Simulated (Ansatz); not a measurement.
# HNOP: the cost of one run

Computed with Ansatz 0.2.0, Gaussian basis. Level: def2-QZVPP, all electrons in the functionals.

The runs, in order: PBE, BLYP, r2SCAN, B97M-V, PBE0, B3LYP, wB97M-V, at charge 0, doublet; charge 0, quartet; charge 1, singlet; charge 1, triplet.

2 further runs of the same task are left out: 2 set aside as unsound or not needed.

## Step 1: The system

The geometry is a PBE0/def2-TZVP stationary point (not a proven minimum).

4 atoms, charge 0, spin multiplicity 2.

Atoms are counted from 1 here; the program's logs count them from 0.

Bond lengths: O1–N2 1.248 Å, N2–P3 1.668 Å, N2–H4 1.032 Å. Angles: O1–N2–P3 129.4°, O1–N2–H4 115.2°, P3–N2–H4 115.4°.

No dispersion term is added; B97M-V, wB97M-V hold VV10 nonlocal correlation. B3LYP takes the VWN-RPA correlation.

The geometry shown and the zero of energy belong to the point charge 0, doublet. The yardstick, UCCSD(T), and other wave-function levels (R restricted, U unrestricted, valence and pair active spaces) come from earlier runs.

## Step 2: PBE, charge 0, doublet

Input file in.yaml:

```yaml
crystal:
  periodic: [false, false, false]
  atoms:
    - {symbol: O, position_ang: [0.000000, -0.293537, 1.564314]}
    - {symbol: N, position_ang: [0.000000, 0.402609, 0.528647]}
    - {symbol: P, position_ang: [0.000000, -0.076731, -1.069368]}
    - {symbol: H, position_ang: [0.000000, 1.422547, 0.684225]}
basis:
  gaussian: {orbitals: "def2-QZVPP.json"}
magnetization: {spin_polarized: true, initial_magnetization: 1}
hamiltonian: {xc: {name: PBE}}
output: {orbitals: {seedname: orbitals}}
```

Command:

```sh
$ ansatz run in.yaml --threads 1 --pin off --events-out ev --progress --plain --max-ram 2393MiB
```

Q: Estimate wall time and peak memory on 1 thread of Arm Neoverse V1, shared host.

About 17 s, with a peak of 0.4 GiB.
